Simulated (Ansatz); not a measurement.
Ansatz (a program for electronic structure) input (wB97X-V/def2-TZVPD):

Ansatz 0.2 input:
```yaml
crystal:
  periodic: [false, false, false]
  atoms:
    - {symbol: Si, position_ang: [0.00223457, -0.00101284, 0.09492492]}
    - {symbol: H, position_ang: [0.00260731, 1.28256971, -0.65129472]}
    - {symbol: H, position_ang: [-0.03389125, -1.26838990, -0.67765412]}
basis:
  gaussian:
    orbitals: def2-TZVPD
hamiltonian:
  xc: {name: wB97X-V}
magnetization: {spin_polarized: true, initial_magnetization: 2}
output: {forces: true}
```

End of the output:

```
integrals: 0.02 GiB planned
386 factors; their error is unknown
integrals: 0.05 GiB planned
142 factors; integrals over basis functions are off by at most 3.5e-5 eV
mean field: 0.22 GiB planned
mean field evaluation 1: about -7905.4455 eV, gradient 4.6e0 eV
mean field evaluation 2: about -7905.6892 eV, gradient 1.4e0 eV
mean field evaluation 4: about -7905.7287 eV, gradient 1.7e-1 eV
mean field evaluation 8: about -7905.7329 eV, gradient 2.1e-2 eV
mean field evaluation 16: about -7905.7329 eV, gradient 1.5e-5 eV
mean field -7905.73293758 eV, -290.5303267578 hartree, gradient 1.5e-5 eV, S^2 2.001933; 0 other end points of the search recorded, 0 dependent functions left out
the calculation of the forces begins
reference -7905.73293820 eV, -290.5303267805 hartree; 9, 7 occupied and 52, 54 virtual orbitals, 386 factors
Total energy: -7905.73293820 eV, -290.5303267805 hartree
Atom 0 at     0.002235    -0.001013     0.094925 Å, force     0.000187    -0.000085     0.007949 eV/Å
Atom 1 at     0.002607     1.282570    -0.651295 Å, force    -0.000128    -0.002346    -0.003999 eV/Å
Atom 2 at    -0.033891    -1.268390    -0.677654 Å, force    -0.000059     0.002430    -0.003950 eV/Å
Dipole moment:     0.000014    -0.000006     0.000588 e Å
```

This is an excited triplet: at this geometry the singlet lies 0.46 eV lower at CCSD(T)/CBS(aug-cc-pV(T+d)Z,aug-cc-pV(Q+d)Z).
